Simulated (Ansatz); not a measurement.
# B₂ (quintet): the correlation ladder, aug-cc-pVTZ

One table from this session's results is given with a row withheld; the runs are named, their logs left out.

Program: Ansatz 0.2.0, Gaussian basis. Level of theory: aug-cc-pVTZ, core rule «outside noble gas», up to 2 orbitals frozen. These are calculated values, not measurements.

Plan: UHF; CCSD(T) on ROHF; CCSD(T) on UHF; BCCD(T) on ROHF; CCSDT(Q) on ROHF; CCSDT(Q) on UHF; CASSCF and MRCISD+Q, 6 electrons in 8 orbitals; CASSCF and NEVPT2, 6 electrons in 8 orbitals.

5 further runs of the same task are left out: 5 set aside as unsound or not needed.

## What is computed

The geometry is a PBE0/def2-TZVPD stationary point (not a proven minimum) of the parent state, kept for this charge and spin.

2 atoms, charge 0, spin multiplicity 5.

Atoms are counted from 1 here; the program's logs count them from 0.

Bond lengths: B1–B2 1.620 Å.

Coordinates:

```xyz
2
charge 0, multiplicity 5
B     0.00000    0.00000    0.00000
B     0.00000    0.00000    1.61980
```

The first run:

File in.yaml:

```yaml
crystal:
  periodic: [false, false, false]
  atoms:
    - {symbol: B, position_ang: [0.000000, 0.000000, 0.000000]}
    - {symbol: B, position_ang: [0.000000, 0.000000, 1.619800]}
basis:
  gaussian: {orbitals: aug-cc-pVTZ}
magnetization: {spin_polarized: true, initial_magnetization: 4}
hamiltonian: {xc: hf}
output: {orbitals: {seedname: orbitals}}
```

The run is started by

```sh
ansatz run in.yaml --threads 1 --pin off --events-out ev --progress --plain --max-ram 4096MiB --backend cpu
```

Steps of the session up to this table: UHF; CCSD(T) on ROHF; CCSD(T) on UHF; BCCD(T) on ROHF; CCSDT(Q) on ROHF; CCSDT(Q) on UHF; CASSCF and MRCISD+Q, 6 electrons in 8 orbitals; CASSCF and NEVPT2, 6 electrons in 8 orbitals.

One table of the session follows, with a row left open; its other results are not shown here.

| method | from UCCSDT(Q) (kJ/mol) |
| --- | --- |
| ROHF | +327.6 |
| UHF | +326.5 |
| RMP2 | +69.7 |
| UMP2 | +69.9 |
| RCCSD | +20.5 |
| UCCSD | +20.4 |
| RCCSD(T) | +4.1 |
| UCCSD(T) | +4.0 |
| BCCD(T) | +4.2 |
| RCCSDT | +1.0 |
| UCCSDT | +1.0 |
| RCCSDT(Q) | ? |
| UCCSDT(Q) | 0 |
| CASSCF valence | +189.2 |
| NEVPT2 valence | +45.6 |
| MRCISD valence | +7.9 |
| MRCISD+Q valence | +0.7 |

Q: Estimate the row for RCCSDT(Q) from the others.

The run gave: from UCCSDT(Q) (kJ/mol): +0.1. In the column «from UCCSDT(Q) (kJ/mol)» it lies between UCCSDT(Q) (0) and MRCISD+Q valence (+0.7).

Limits of these values: Restricted and unrestricted rows rest on different reference determinants; where their highest levels disagree by more than a few hundredths of an eV, they describe different states and don't form one ladder.
